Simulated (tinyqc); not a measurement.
Worked calculation: RKS/exchange-only LDA in the sto-6g basis, for LiH, spin multiplicity 1. One step of it, computed by the program tinyqc.

Problem. Iteration 2: building the Kohn-Sham matrix. J_ij = sum D_kl (ij|kl); F = H + J + V_xc; E = tr D H + tr D J / 2 + E_xc + E_nn.

D after iteration 1, lower triangle:
```
            1Li 1s    1Li 2s   1Li 2px   1Li 2py   1Li 2pz     2H 1s
1Li 1s    1.940422
1Li 2s    0.109860  0.030756
1Li 2px   0.000000  0.000000  0.000000
1Li 2py   0.000000  0.000000  0.000000  0.000000
1Li 2pz  -0.017944  0.023561  0.000000  0.000000  0.024783
2H 1s    -0.089862  0.202717  0.000000  0.000000  0.208978  1.764132
```

core Hamiltonian H = T + V (hartree), lower triangle:
```
            1Li 1s     1Li 2s    1Li 2px    1Li 2py    1Li 2pz      2H 1s
1Li 1s   -4.654245
1Li 2s   -0.987139  -1.293990
1Li 2px   0.000000   0.000000  -1.064360
1Li 2py   0.000000   0.000000   0.000000  -1.064360
1Li 2pz  -0.006467  -0.068912   0.000000   0.000000  -1.112639
2H 1s    -0.031997  -0.257271   0.000000   0.000000  -0.371092  -1.082546
```

Two-electron integrals (ij|kl) in chemists' order, unique and non-zero (hartree):
```
(11|11) 1.681247   (21|11) 0.242603   (21|21) 0.044507   (22|11) 0.397190
(22|21) 0.090279   (22|22) 0.290625   (31|31) 0.009437   (32|31) 0.014261
(32|32) 0.064236   (33|11) 0.397190   (33|21) 0.090279   (33|22) 0.290625
(33|33) 0.313125   (41|41) 0.009437   (42|41) 0.014261   (42|42) 0.064236
(43|43) 0.016875   (44|11) 0.397190   (44|21) 0.090279   (44|22) 0.290625
(44|33) 0.279374   (44|44) 0.313125   (51|51) 0.009437   (52|51) 0.014261
(52|52) 0.064236   (53|53) 0.016875   (54|54) 0.016875   (55|11) 0.397190
(55|21) 0.090279   (55|22) 0.290625   (55|33) 0.279374   (55|44) 0.279374
(55|55) 0.313125   (61|11) 0.007430   (61|21) 0.001350   (61|22) 0.002826
(61|33) 0.002785   (61|44) 0.002785   (61|51) 0.000181   (61|52) 0.000392
(61|55) 0.002909   (61|61) 0.000046   (62|11) 0.047813   (62|21) 0.011174
(62|22) 0.042646   (62|33) 0.040159   (62|44) 0.040159   (62|51) 0.001668
(62|52) 0.013264   (62|55) 0.047620   (62|61) 0.000423   (62|62) 0.014668
(63|31) 0.000544   (63|32) 0.003249   (63|53) 0.001526   (63|63) 0.000597
(64|41) 0.000544   (64|42) 0.003249   (64|54) 0.001526   (64|64) 0.000597
(65|11) 0.068219   (65|21) 0.016014   (65|22) 0.062367   (65|33) 0.058229
(65|44) 0.058229   (65|51) 0.002608   (65|52) 0.020821   (65|55) 0.070643
(65|61) 0.000618   (65|62) 0.022888   (65|65) 0.035852   (66|11) 0.203832
(66|21) 0.048046   (66|22) 0.198873   (66|33) 0.184248   (66|44) 0.184248
(66|51) 0.006455   (66|52) 0.066227   (66|55) 0.228121   (66|61) 0.001823
(66|62) 0.094565   (66|65) 0.150755   (66|66) 0.774999
```

nuclear repulsion = 0.61152990 hartree

V_xc (hartree), lower triangle:
```
            1Li 1s     1Li 2s    1Li 2px    1Li 2py    1Li 2pz      2H 1s
1Li 1s   -0.955870
1Li 2s   -0.104449  -0.092988
1Li 2px   0.000000   0.000000  -0.084544
1Li 2py   0.000000   0.000000   0.000000  -0.084544
1Li 2pz  -0.000849  -0.026961   0.000000   0.000000  -0.109886
2H 1s    -0.003323  -0.045614   0.000000   0.000000  -0.073889  -0.438839
```

E_xc = sum of w rho eps_xc = -2.03063387 hartree

Give: Coulomb J; Kohn-Sham matrix F; total energy of this density.

Solution.

Coulomb J (hartree), lower triangle:
```
         1Li 1s  1Li 2s  1Li 2px  1Li 2py  1Li 2pz  2H 1s
1Li 1s    3.744
1Li 2s    0.581   1.200
1Li 2px   0.000   0.000    1.172
1Li 2py   0.000   0.000    0.000    1.172
1Li 2pz   0.013   0.133    0.000    0.000    1.258
2H 1s     0.019   0.281    0.000    0.000    0.431  1.889
```

Kohn-Sham matrix F (hartree), lower triangle:
```
         1Li 1s  1Li 2s  1Li 2px  1Li 2py  1Li 2pz  2H 1s
1Li 1s   -1.866
1Li 2s   -0.510  -0.187
1Li 2px   0.000   0.000    0.023
1Li 2py   0.000   0.000    0.000    0.023
1Li 2pz   0.006   0.037    0.000    0.000    0.035
2H 1s    -0.017  -0.022    0.000    0.000   -0.014  0.368
```

total energy of this density = -7.35650 hartree
